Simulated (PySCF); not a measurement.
# How the method changes the constants of MgH⁺

State: ¹Σ⁺ (singlet), closed shell. Set-up: basis Mg def2-TZVP, H def2-TZVP; no relativity; PySCF 2.14. De refers to Mg⁺ + H in their ground configurations, without counterpoise correction. A positive dipole points towards H; it is taken about the centre of mass and depends on that origin.

```csv
Level,Re (Å),ωe (cm⁻¹),De (eV),μ (D)
RHF,1.651,1811,0.97,-4.09
RHF-MP2,1.647,1762,1.65,n/a
RHF-SCS-MP2,1.649,1752,1.79,n/a
RHF-CCSD,1.663,1664,1.90,n/a
RHF-CCSD(T),1.665,1655,1.92,n/a
PBE,1.674,1651,2.00,-3.05
revPBE,1.678,1648,1.99,-3.16
r²SCAN,1.660,1723,1.92,-3.56
M06-L,1.639,1833,2.15,-4.31
PBE0,1.661,1716,1.91,-3.38
MN15,1.647,1757,2.09,-3.61
CAM-B3LYP,1.647,1754,2.05,-3.37
```

(1) Which functional lies closest to RHF-CCSD(T) in De, which farthest, and by how much do they differ from it?

(2) What does the step from GGA to meta-GGA do here, going from PBE to r²SCAN?

(3) What does second-order correlation do here, going from RHF to RHF-MP2?

Correlated steps freeze 1 core orbital. For an ion De counts to the pair picked by the measured ionisation energies or electron affinities, which need not be the lowest pair at this level. Where the molecule has an RHF reference, its open-shell atoms are computed with UHF.

The whole job (state search and all levels along the bond) took about 1.3 min on 1 thread of Intel Xeon Platinum 8259CL @ 2.50GHz (shared host), peak memory 0.44 GiB.

Answers

(1) Closest is r²SCAN (-0.5 pm in Re, +4.1 % in ωe, +0.00 eV in De against RHF-CCSD(T) in the same basis), farthest M06-L (-2.6 pm in Re, +10.8 % in ωe, +0.23 eV in De). CCSD(T) converges more slowly with the basis than the functionals do and binds too weakly in this one, so the order can change at the basis-set limit.

(2) r²SCAN less PBE: -1.4 pm in Re, +4.4 % in ωe, -0.08 eV in De. 

(3) RHF-MP2 less RHF: -0.4 pm in Re, -2.7 % in ωe, +0.68 eV in De. Correlation nearly always deepens the well. The bond shortens, as in weak, metallic or heavy-atom bonds, where dispersion and the correlation of outer-core electrons pull the atoms together.
